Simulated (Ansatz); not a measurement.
A further run on the cluster B2P⁺.

```yaml
crystal:
  periodic: [false, false, false]
  atoms:
    - {symbol: B, position_ang: [-0.776016, 0.485899, 0.175352]}
    - {symbol: B, position_ang: [-0.230556, -0.720561, -0.544681]}
    - {symbol: P, position_ang: [1.006562, 0.234662, 0.369330]}
basis:
  gaussian: {orbitals: def2-mTZVP}
total_charge: 1
hamiltonian: {xc: {name: RPBE}, dispersion: d3bjatm}
scf: {omitted_lower_state_checks: [starts]}
output: {forces: true}
```

```sh
$ ansatz run in.yaml --threads 4 --pin off --events-out ev --progress --plain --max-ram 3916MiB
```

Output, abridged:

```
Functional definition: RPBE
569 factors; their error is unknown
mean field evaluation 1: about -10619.6630 eV, gradient 4.8e1 eV
mean field evaluation 2: about -10611.6654 eV, gradient 6.3e1 eV
mean field evaluation 4: about -10627.3170 eV, gradient 7.1e0 eV
mean field evaluation 8: about -10627.5064 eV, gradient 6.5e-2 eV
mean field evaluation 16: about -10627.5065 eV, gradient 6.2e-5 eV
mean field -10627.50646012 eV, -390.5536588270 hartree, gradient 6.2e-5 eV, S^2 0.000000; 0 other end points of the search recorded, 0 dependent functions left out
reference -10627.50649618 eV, -390.5536601519 hartree; 12, 12 occupied and 48, 48 virtual orbitals, 569 factors
Total energy: -10628.24300344 eV, -390.5807262946 hartree
Atom 0 at    -0.776016     0.485899     0.175352 Å, force    -0.431648     0.294017     0.113918 eV/Å
Atom 1 at    -0.230556    -0.720561    -0.544681 Å, force    -0.108822    -0.420018    -0.312228 eV/Å
Atom 2 at     1.006562     0.234662     0.369330 Å, force     0.540470     0.126001     0.198310 eV/Å
Dipole moment:    -0.243796    -0.056837    -0.089454 e Å
Checks for a lower state left out: starts
```

Hardware: 4 threads of Arm Neoverse V2 on a shared host. Wall time 0.35 s.

The dipole of an ion depends on the origin.
